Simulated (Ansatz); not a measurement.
C3H7+, SMILES `C[CH+]C`. Charge 1, multiplicity 1. The structure was optimised at the PBE0-D4/def2-TZVP level.

```xyz
10

C     0.596   -0.430    1.051
C    -0.319   -0.360   -0.043
C    -0.376    0.680   -1.020
H     1.290   -1.231    0.691
H     0.163   -0.881    1.949
H     1.184    0.467    1.234
H    -1.040   -1.175   -0.142
H    -0.652    0.321   -2.017
H     0.452    1.386   -1.008
H    -1.299    1.222   -0.696
```

Give the Mulliken charges with B3LYP, PBE, r2SCAN in def2-TZVPP. (An estimate is asked.)

Ansatz gave: 
```csv
atom,B3LYP,PBE,r2SCAN
C1,-0.14,-0.14,-0.03
C2,0.10,0.10,0.14
C3,-0.14,-0.14,-0.03
H4,0.17,0.18,0.14
H5,0.17,0.17,0.13
H6,0.14,0.14,0.10
H7,0.22,0.20,0.18
H8,0.17,0.17,0.13
H9,0.14,0.14,0.10
H10,0.17,0.18,0.14
```

B3LYP here is the variant with VWN-RPA as its local correlation; programs differ in this.
